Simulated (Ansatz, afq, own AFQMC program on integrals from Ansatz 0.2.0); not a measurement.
AFQMC, coupled cluster and functionals along a coordinate of SiH$_{4}$ + BH$_{2}$, doublet

| atom | x (Å) | y (Å) | z (Å) |
| --- | --- | --- | --- |
| Si | -0.8719 | 0.0000 | 0.0000 |
| H | -1.3668 | 1.3997 | 0.0000 |
| H | -1.3668 | -0.6999 | 1.2122 |
| H | -1.3668 | -0.6999 | -1.2122 |
| H | 0.6127 | 0.0000 | 0.0000 |
| B | 2.1031 | 0.0000 | 0.0000 |
| H | 2.6122 | 0.0000 | 1.0770 |
| H | 2.6122 | 0.0000 | -1.0770 |

A hydrogen atom is moved from one rigid fragment to the other; the Si1–H5 distance tells how far. The two fragments are held close together, so this isn't a minimum-energy path and the start is a compressed complex. Energies in mEh count from this geometry (1.485 Å) at the same level; the start stands on UHF, each point on the determinant named.

Basis cc-pVDZ. Only valence electrons are correlated. Ansatz 0.2.0 and our own AFQMC program on the same integrals; the CISD trial comes from CCSD amplitudes, and released means the phaseless constraint is let go. Uncertainties: one standard error, sampling alone.

Cautions, each for one point or more: the search met a lower determinant of the same kind, perhaps of another symmetry.

```tsv
r(Si1–H5) / Å	det.	T1	weight	⟨S²⟩	r2SCAN	CCSD	CCSD(T)
1.576	UHF	0.012	0.87	0.77	-2.1	-1.0	-1.2
1.622	UHF	0.012	0.87	0.76	-1.6	0.7	0.4
1.668	UHF	0.012	0.87	0.76	-0.9	3.7	3.3
1.713	UHF	0.012	0.87	0.76	0.0	3.1	3.2
1.805	UHF	0.011	0.88	0.76	2.8	1.8	2.1
```

Question: Estimate the curve of CCSDT(Q), counted from the same start.

Answer: 
```
r(Si1–H5) / Å  det.     T1  weight  ⟨S²⟩  CCSDT(Q)  ph-AFQMC/CISD  released AFQMC
        1.576   UHF  0.012    0.87  0.77      -1.2     -1.3 ± 0.2      -1.2 ± 0.2
        1.622   UHF  0.012    0.87  0.76       0.3      0.4 ± 0.1      0.2 ± 0.2*
        1.668   UHF  0.012    0.87  0.76       3.2      3.3 ± 0.2               –
        1.713   UHF  0.012    0.87  0.76       3.2      3.3 ± 0.2               –
        1.805   UHF  0.011    0.88  0.76       2.2      2.2 ± 0.1       2.2 ± 0.2
```

Weight is that of the determinant in the CISD state; at the start T1 is 0.012 and the weight 0.87, and ⟨S²⟩ is 0.77. An asterisk marks released energies that aren't shown to be converged. A dash marks a missing value, a released energy that hasn't settled or a functional that sits on another state. Largest departures from CCSDT(Q), at the points where its series has closed: CCSD(T) 0.1 mEh at 1.668 (on UHF), ph-AFQMC/CISD -0.1 mEh at 1.576 (on UHF) (within the noise), released AFQMC 0.1 mEh at 1.576 (on UHF) (within the noise), r2SCAN -4.1 mEh at 1.668, CCSD 0.5 mEh at 1.668 (on UHF). Functionals count only at points shown to share the start's state and spin. In this small basis the wave-function levels are far from their limit, so their gap to the functionals isn't the functionals' error.

A walk keeps the symmetry of its determinant, which the program's search chose and which needn't be the lowest solution, so a lower state of the same spin and another symmetry isn't excluded.
